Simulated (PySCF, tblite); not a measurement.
Isomers of C3H5O (doublet state), one GFN2-xTB conformer each. Single-point energies are computed at B3LYP/pcH-1 (PySCF, gas phase, no added dispersion term), electronic only. GFN2-xTB treats the open shell by occupation alone, and not every SCF solution was tested for stability.

Problem. Rank them by B3LYP/pcH-1 energy, lowest first (kJ/mol).
A. `C[C]1CO1` [radical]
B. `[OH:1][C:2]1[CH2:3][CH2:4]1` (doublet state) with H–O1–C2–C3 -132°
C. `C[C@@H]1[CH]O1` [radical]

Solution. B (0.0), A (5.9), C (14.1).

As drawn, the lowest has an O–H bond, which the highest lacks. Neighbours under 21 kJ/mol apart (O[C]1CC1 and C[C]1CO1; C[C]1CO1 and C[C@@H]1[CH]O1) can change places with a better method, another conformer or zero-point energy. GFN2-xTB itself gives, in the same order: 14.7, 0.0, 10.8. GFN2-xTB puts C[C]1CO1 lowest instead; measured from each level's own lowest isomer, the values differ by up to 14.7 kJ/mol (O[C]1CC1: 14.7 against 0.0).

Problem. What happens when harmonic zero-point energies from GFN2-xTB frequencies are added?

Solution. 
| SMILES | ZPE (kJ/mol) | electronic (kJ/mol) | with ZPE (kJ/mol) |
| --- | --- | --- | --- |
| O[C]1CC1 | 185.9 | 0.0 | 0.0 |
| C[C]1CO1 | 186.2 | 5.9 | 6.2 |
| C[C@@H]1[CH]O1 | 186.6 | 14.1 | 14.7 |

The zero-point energies span 0.7 kJ/mol. The order is unchanged.
